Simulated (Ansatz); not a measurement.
HAlGa, quartet: the ladder up to full CI

Geometry: that of the HAlGa, doublet, kept fixed. The doublet lies 0.8 eV lower here.

```csv
atom,x (Å),y (Å),z (Å)
Al,0.0000,0.0000,0.3496
Ga,0.0000,0.0000,-2.3209
H,0.0000,0.0000,1.9714
```

Basis 6-31G (Cartesian d functions); Ansatz 0.2.0. Correlated methods freeze the noble-gas cores and the filled d shells of p-block atoms, which leaves 7 electrons in 25 orbitals. Prefix R: restricted or restricted open-shell reference; prefix U: unrestricted. Active spaces: valence = (7e, 9o) chosen from the atoms' valence shells. No spin–orbit coupling is included, and no scalar relativity.

Full CI is exact within this basis and frozen core; it isn't the basis-set limit. The frozen core follows each run's orbitals, which can shift R against U totals by a few meV for light atoms and by up to 0.1 eV past Ca.

For open shells CISD and CISDTQ are restricted-active-space CI with the open shells as a complete middle space.

The UHF ⟨S²⟩ is 3.789. The T1 diagnostic (RCCSD) is 0.0226 and the largest doubles amplitude (RCCSD) is 0.125.

```tsv
level	E − E(RHF) (eV)
RMP2	-1.6666
RCCSD	-2.2516
RCCSD(T)	-2.3197
```

Problem. Estimate how far full CI in 6-31G lies from RCCSD(T). The table doesn't fix it; the size of (T) and the diagnostics are the guide.

Solution. Full CI in 6-31G lies 41 meV below RCCSD(T), which is 60 % of the (T) step (-68 meV). A doubles amplitude is large, and the rest is a large part of (T).

The other levels:

```tsv
level	E − E(full CI) (meV)	share of correlation (%)	wall time
CISD	199	91.56	4.3 s
BCCD(T)	41	98.28	9 s
RCCSDT	13	99.44	–
CISDTQ	4	99.82	49 s
RCCSDT(Q)	5	99.81	17 s
CASSCF (valence space)	510	78.40	–
NEVPT2 (valence space)	151	93.59	8 s
MRCISD (valence space)	14	99.40	–
MRCISD+Q (valence space)	4	99.84	10 s
```

The correlation energy at full CI, counted from RHF, is -2.361 eV. That run took 4.7 min on 1 thread of Intel Xeon Platinum 8259CL, shared host over 3,993,174 determinants.

Run but not shown, since their state or frozen core can't be matched to the reference's or they repeat it: UHF, UMP2, UCCSD, UCCSD(T), UCCSDT, UCCSDT(Q).

Times hold each run's SCF and search for its determinant on a shared host, so for small cases they say little of a method's own cost; they ran on 1 thread of Intel Xeon Platinum 8259CL.

The full-CI state has the irrep A2 of C2v, in the program's axes (one component, if the state is degenerate).

Natural occupations of full CI about the gap: 1.950 1.916 1.003 0.961 0.961 0.055 0.055 0.054 0.018 0.006; effectively unpaired electrons, Σ n²(2−n)², 3.06.
